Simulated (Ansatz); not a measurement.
We consider 1T (CdI2-type) PtSe2, described by PBEsol in Ansatz (plane waves, PAW).

Run with plane-wave cutoff 500 eV, 12×12×8 k mesh (along the axes of the cell as run), Fermi–Dirac smearing 0.05 eV, scalar-relativistic PAW data made under PBE.

Computed at the level's own relaxed cell.

### Question
Estimate the equilibrium volume per atom, lattice parameter a and lattice parameter c that the calculation returns.

### Answer

- equilibrium volume per atom: 19.85 Å³/atom
- lattice parameter a: 3.760 Å
- lattice parameter c: 4.864 Å

The run finds no gap.

Measured, for comparison: lattice constant a 3.727 Å (temperature not stated, not corrected to a static lattice; as tabulated in Björkman (2014), arXiv:1406.2436); lattice parameter c 5.074 Å (temperature not stated, zero-point anharmonic expansion removed (computed with revB86b-DF2); no thermal correction; as tabulated in Björkman (2014), arXiv:1406.2436). Computed (rounded) less measured: lattice constant a +0.9 %, lattice parameter c -4.1 %.

Note: the cell comes from a level without a dispersion term, which matters for the spacing of layers, chains or molecules.

Spin–orbit coupling is not included.

Static lattice: no zero-point or thermal effects.

The result took about 7 core-minutes (a rough figure).

Ansatz is a first-principles code.
